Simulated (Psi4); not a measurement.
A dimer, H2O ··· CH4O (SMILES O and CO); the first 3 atoms form monomer A.

```
9

O     -0.0005     0.3896     0.0000
H     -0.7648    -0.1958     0.0000
H      0.7653    -0.1938     0.0000
C      1.0224    -0.3688     4.1530
O      1.2273     0.8164     3.3968
H      1.3926    -1.2597     3.6338
H      1.5848    -0.2527     5.0783
H     -0.0326    -0.5200     4.4072
H      0.7400     0.7435     2.5704
```

Task: What interaction energy does SAPT0/jun-cc-pVDZ, frozen core in Psi4 1.11 give, and which attractive term is the largest?

Result: Total -6.76 kJ/mol: electrostatics -6.66, exchange 2.32, induction -0.96, dispersion -1.46. The most attractive term is electrostatics.
